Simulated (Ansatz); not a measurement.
Molecular dynamics of FMg

The input (input.yaml):

```yaml
crystal:
  periodic: [false, false, false]
  atoms:
    - { symbol: F, position_ang: [-0.738988, 0.218554, -0.388715] }
    - { symbol: Mg, position_ang: [0.768388, -0.278754, 0.392715] }
magnetization:
  spin_polarized: true
  initial_magnetization: 1
basis:
  gaussian: { orbitals: def2-SVP }
hamiltonian:
  xc: pbe0
md:
  timestep: 2.0
  n_steps: 600
  ensemble: nvt_langevin
  temperature: 3000.0
  initial_velocities: maxwell_boltzmann
  seed: 444145
  friction: 0.02
```

Command:

```bash
$ ansatz run input.yaml --threads 1 --pin off --max-ram 2048MiB --backend cpu --events-out ev --progress --plain --runs-dir out
```

It starts from a relaxed structure.

Output, in part (step lines, the closing report, with atoms numbered from 0):

```
md step     0: t =     0.00 fs  T =  1500.0 K  F+E_penalty+E_count = -8152.63617352 eV  E_kin = 0.387780 eV  (26 SCF iters)
md step     1: t =     2.00 fs  T =  1152.2 K  F+E_penalty+E_count = -8152.63084666 eV  E_kin = 0.297858 eV  (30 SCF iters)
md step     2: t =     4.00 fs  T =  1468.0 K  F+E_penalty+E_count = -8152.61455238 eV  E_kin = 0.379520 eV  (29 SCF iters)
md step     3: t =     6.00 fs  T =  1168.0 K  F+E_penalty+E_count = -8152.59959141 eV  E_kin = 0.301957 eV  (24 SCF iters)
md step     4: t =     8.00 fs  T =  1884.4 K  F+E_penalty+E_count = -8152.60650537 eV  E_kin = 0.487160 eV  (23 SCF iters)
md step     5: t =    10.00 fs  T =  1768.9 K  F+E_penalty+E_count = -8152.61936909 eV  E_kin = 0.457302 eV  (23 SCF iters)
md step     6: t =    12.00 fs  T =  1146.5 K  F+E_penalty+E_count = -8152.62740608 eV  E_kin = 0.296404 eV  (24 SCF iters)
md step     7: t =    14.00 fs  T =  1150.1 K  F+E_penalty+E_count = -8152.63387882 eV  E_kin = 0.297326 eV  (24 SCF iters)
[... lines left out ...]
md step   597: t =  1194.00 fs  T =  4152.4 K  F+E_penalty+E_count = -8152.61707244 eV  E_kin = 1.073466 eV  (18 SCF iters)
md step   598: t =  1196.00 fs  T =  2463.8 K  F+E_penalty+E_count = -8152.61735455 eV  E_kin = 0.636950 eV  (18 SCF iters)
md step   599: t =  1198.00 fs  T =  2159.8 K  F+E_penalty+E_count = -8152.62319126 eV  E_kin = 0.558359 eV  (23 SCF iters)
md step   600: t =  1200.00 fs  T =  2773.4 K  F+E_penalty+E_count = -8152.63192078 eV  E_kin = 0.716983 eV  (27 SCF iters)
Total energy: -8152.63195356 eV, -299.6036982410 hartree
Atom 0 at     1.486420    -4.293042     0.963635 Å, force    -0.048491     0.049567     0.423891 eV/Å
Atom 1 at     1.683852    -4.494853    -0.762231 Å, force     0.048491    -0.049567    -0.423891 eV/Å
Dipole moment:     0.071831    -0.073424    -0.627915 e Å
```

The steps, from the saved trajectory:

```csv
time (fs),T (K),potential energy less start (eV)
0.0,1500,0.000
40.0,1720,0.386
80.0,2373,0.137
120.0,3174,0.027
160.0,4681,0.027
200.0,1821,0.038
240.0,3772,0.216
280.0,3512,0.007
320.0,5713,1.076
360.0,896,0.133
400.0,2680,0.597
440.0,2469,0.288
480.0,2321,0.047
520.0,3347,0.019
560.0,4542,0.015
600.0,2142,0.396
640.0,2625,0.918
680.0,3886,0.003
720.0,1509,0.417
760.0,1260,0.063
800.0,2426,0.064
840.0,2745,0.210
880.0,2151,0.001
920.0,2279,0.003
960.0,3227,0.004
1000.0,1078,0.259
1040.0,1536,0.162
1080.0,3299,0.489
1120.0,1320,0.550
1160.0,986,0.012
1200.0,2773,0.004
```

The run went to its last step. The mean temperature of the second half is 14 % below the set value. A run of 1.2 ps of so small a system gives no equilibrium averages.

The same pairs are bonded in the first frame and the last. Pairs count as bonded within 1.25 times the sum of covalent radii (0.12 Å more for H–H).

Last frame:

```xyz
2
Properties=species:S:1:pos:R:3
F 1.486 -4.293 0.964
Mg 1.684 -4.495 -0.762
```

The run took 11 min on 1 CPU thread of a shared host.
